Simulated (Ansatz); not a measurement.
A nudged elastic band was laid between two geometries of CH$_{5}$NS (8 atoms, charge 0, multiplicity 1).

Method: Ansatz 0.2.0, RKS PBE-D4/STO-3G.

| Item | Value |
| --- | --- |
| movable images | 3 |
| climbing image | no |
| spring | 5.0 eV/Å² |
| optimiser | quadratic models (default) |
| start path | through a guess of the saddle point |
| force threshold | 0.05 eV/Å |
| iteration limit | 60 |
| end points | relaxed |

First end point:

```xyz
8
Properties=species:S:1:pos:R:3
N -0.846 0.796 -0.015
C 0.536 0.126 0.061
S 0.572 -1.252 1.262
H -0.696 1.566 -0.749
H -1.428 0.097 -0.588
H 1.244 0.897 0.433
H 0.911 -0.218 -0.937
H -0.201 -2.070 0.477
```

Last end point:

```xyz
8
Properties=species:S:1:pos:R:3
N -0.850 0.978 -0.038
C 0.357 0.043 0.031
S -0.063 -1.321 1.194
H -0.547 1.717 -0.755
H -1.567 0.421 -0.610
H 1.212 0.654 0.401
H 0.659 -0.388 -0.958
H 0.891 -2.160 0.678
```

Problem. What changes between the two ends?

Solution. No bond is made or broken. The dihedral H7–C2–S3–H8 goes from -56 to 35°.

Problem. Give the energies along the band, and the barrier.

Solution. It converged. The highest image is number 3 of 0 to 4, 6.5 kJ/mol above the first end and 0.1 kJ/mol above the last; the last end lies 6.5 kJ/mol above the first. The top lies less than 8 meV above the higher end, about what the thresholds resolve: that end is a shoulder or a very shallow well. No image climbed, so the highest image needn't sit at the top of the path. So few images can step over the top or miss a turn of the path. Limits of this set-up: minimal basis.

```json
{"image": "0", "path coordinate (Å)": "0.00", "energy (kJ/mol)": "0.0", "dihedral H7–C2–S3–H8 (°)": "-56"}
{"image": "1", "path coordinate (Å)": "0.39", "energy (kJ/mol)": "1.8", "dihedral H7–C2–S3–H8 (°)": "-35"}
{"image": "2", "path coordinate (Å)": "0.77", "energy (kJ/mol)": "5.0", "dihedral H7–C2–S3–H8 (°)": "-12"}
{"image": "3", "path coordinate (Å)": "1.16", "energy (kJ/mol)": "6.5", "dihedral H7–C2–S3–H8 (°)": "12"}
{"image": "4", "path coordinate (Å)": "1.55", "energy (kJ/mol)": "6.5", "dihedral H7–C2–S3–H8 (°)": "35"}
```

Problem. What is the geometry of the highest image?

Solution. 
```xyz
8
Properties=species:S:1:pos:R:3
N -0.846 0.963 -0.040
C 0.398 0.078 0.061
S 0.079 -1.257 1.289
H -0.579 1.679 -0.794
H -1.549 0.354 -0.574
H 1.226 0.744 0.396
H 0.714 -0.384 -0.907
H 0.650 -2.233 0.513
```

The band took 6 iterations and about 20 core-seconds.

Run time: 20 s on 1 CPU thread of a shared host.
